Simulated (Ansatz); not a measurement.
`[NH2][Mg][F]` + H–F → `[F][Mg][F]` + NH₃ at 600 K and 1 bar (ligand exchange at a Mg–N bond).

Gas-phase electronic energies from Ansatz, PBE0-D4/def2-TZVP geometries. CCSD(T)/CBS is the MP2 limit (def2-TZVPP, def2-QZVPP) plus CCSD(T) − MP2 in def2-TZVPP, frozen cores. This one scheme is used for every species. For Mg outer-core shells are correlated without core-valence functions, which leaves a few kJ/mol of doubt a bond. One conformer a species, not always the lowest.

```
       species  CCSD(T)/CBS energy (Eh)  H − E (kJ/mol)  S (J/(mol·K))
`[NH2][Mg][F]`               -355.68386           106.4          330.3
           H–F               -100.39570            42.3          194.0
  `[F][Mg][F]`               -399.61583            40.0          286.2
           NH₃                -56.50880           112.4          219.5
```

H − E and S are ideal-gas, rigid-rotor, harmonic terms from PBE0-D4/def2-TZVP, for one conformer and one mirror image of each species. 1 Eh = 2625.50 kJ/mol, R = 8.31446 J/(mol·K).

Task: By hand: ΔE, ΔH, ΔS and ΔG.

Result: ΔE = (-399.61583) + (-56.50880) − (-355.68386) − (-100.39570) = -0.04507 Eh = -118.3 kJ/mol. Δ(H − E) = 40.0 + 112.4 − 106.4 − 42.3 = 3.7, so ΔH = -114.6 kJ/mol. ΔS = 286.2 + 219.5 − 330.3 − 194.0 = -18.6 J/(mol·K). ΔG = -114.6 − 600 × (-18.6)/1000 = -103.4 kJ/mol.

Task: By hand: the equilibrium constant, and the temperature at which ΔG would vanish if ΔH and ΔS stayed fixed.

Result: log₁₀ K = −ΔG/(RT ln 10) = 9.0. ΔG = 0 at ΔH/ΔS = 6161 K, far beyond where these terms or the molecules hold.

ΔH outweighs TΔS. A doubt of 5 kJ/mol in ΔE shifts log₁₀ K by 0.4 here. Other conformers and mirror images would add mixing entropy, several J/(mol·K) or more a flexible species. These are equilibria of isolated gas molecules and say nothing of rates. Largest T1 diagnostic: 0.012 (customary marks: 0.02 for closed shells, 0.045 for open ones).
